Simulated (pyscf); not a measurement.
**Addition across a multiple bond or ene-type step: O=Cr(=O)(F)–F + water (H₂O) -> O=Cr(OH)(OH)(F)–F**

Gas phase, singlet surface, charge 0. Bonds broken: O6–H7. Bonds formed: Cr2–O6, O3–H7. Single points on ωB97X-D3(BJ)/def2-SVP structures (PySCF, gas phase).

Transition state (Å):

```xyz
8

O      0.2388     1.8906     0.4986
Cr    -0.0535     0.4951     0.0177
O     -1.5785     0.1936     0.5842
F     -0.3403     0.5511    -1.6503
F      1.5423    -0.1402    -0.1772
O      0.0441    -0.8600     1.4616
H     -1.1830    -0.5232     1.3764
H      0.7950    -0.8278     2.0702
```

One imaginary mode, 1338i cm⁻¹; descent along it reached the two sides named, in the forms told below.

```tsv
bond	change	reactant side (Å)	saddle	product side
O6–H7	breaks	0.965	1.275	2.190
Cr2–O6	forms	2.362	1.983	1.810
O3–H7	forms	2.9	1.139	0.973
```

Electronic energies relative to the separated reactants (kcal/mol):

```csv
level,barrier,reaction energy,reverse barrier
ωB97X-D3(BJ)/def2-TZVP,35.8,+19.3,16.5
PBE/def2-TZVP,26.8,+13.9,12.9
r²SCAN/def2-TZVP,26.2,+11.2,15.0
B3LYP-D3(BJ)/def2-TZVP,32.2,+16.2,15.9
PBE0-D3(BJ)/def2-TZVP,31.7,+16.5,15.1
M06-2X/def2-TZVP,34.8,+18.1,16.7
ωB97M-D3(BJ)/def2-TZVP,36.1,+19.8,16.3
```

With ωB97M-D3(BJ)/def2-TZVP energies and thermal terms (ideal gas, 1 atm, RRHO with modes under 100 cm⁻¹ raised to 100, one conformer, R ln 2 for chiral ones without a mode under 150 cm⁻¹), in kcal/mol:

| T (K) | ΔH‡ | ΔG‡ | ΔH | ΔG |
|---|---|---|---|---|
| 298 | 34.2 | 45.1 | +21.1 | +31.8 |
| 600 | 34.4 | 56.2 | +21.8 | +42.4 |
| 900 | 35.2 | 66.9 | +23.0 | +52.4 |
| 1200 | 36.0 | 77.4 | +24.2 | +62.1 |

On the reactant side the descent ends in a complex (not fully relaxed), 4.4 kcal/mol under the separated species and 40.2 kcal/mol under the saddle at ωB97X-D3(BJ)/def2-TZVP. This is the saddle that the search found; another between the same sides may lie lower.
